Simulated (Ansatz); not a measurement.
A nudged elastic band was laid between two geometries of C2H3ClO (7 atoms, charge 0, multiplicity 1).

Level of theory: RKS PBE0/STO-3G in Ansatz 0.2.0.

```
movable images  : 7
climbing image  : yes
spring          : 5.0 eV/Å²
optimiser       : quadratic models (default)
start path      : IDPP
force threshold : 0.03 eV/Å
iteration limit : 60
end points      : relaxed
```

First end point:

```xyz
7
Properties=species:S:1:pos:R:3
O -1.302 1.301 -0.631
C -0.207 0.719 -0.552
C 0.096 -0.397 0.489
Cl 0.760 -1.872 -0.365
H 0.664 0.939 -1.224
H -0.817 -0.694 1.032
H 0.868 -0.064 1.205
```

Last end point:

```xyz
7
Properties=species:S:1:pos:R:3
O -0.414 1.877 -0.306
C -0.281 0.672 -0.579
C 0.076 -0.410 0.482
Cl 1.503 -1.396 -0.098
H -0.401 0.250 -1.611
H -0.766 -1.112 0.620
H 0.343 0.051 1.447
```

(1) What changes between the two ends?

(2) Give the energies along the band, and the barrier.

(3) What is the geometry of the highest image?

Results:

(1) No bond is made or broken. The dihedral O1–C2–C3–H7 goes from -114 to -9°. The two ends are copies of one structure, up to a mirror image or an exchange of like atoms.

(2) The forces met the threshold. The highest image is number 4 of 0 to 8, 0.5 kcal/mol above the ends, which have the same energy within 2 meV. A vibrational analysis at the climbing image gives one clearly imaginary mode, 71i cm⁻¹: a first-order saddle point. Limits of this set-up: minimal basis.

```tsv
image	path coordinate (Å)	energy (kcal/mol)	dihedral O1–C2–C3–H7 (°)
0	0.00	0.0	-114
1	0.29	0.1	-100
2	0.58	0.3	-86
3	0.87	0.5	-72
4	1.15	0.5	-59
5	1.42	0.5	-46
6	1.69	0.3	-34
7	1.96	0.1	-21
8	2.23	0.0	-9
```

(3) 
```xyz
7
Properties=species:S:1:pos:R:3
O -0.997 1.657 -0.326
C -0.246 0.701 -0.575
C 0.082 -0.411 0.476
Cl 1.248 -1.633 -0.211
H 0.266 0.540 -1.561
H -0.836 -0.950 0.773
H 0.543 0.028 1.379
```

Time of the run: 48 s on 1 thread of Arm Neoverse V2 (shared host), peak memory 0.085 GiB.
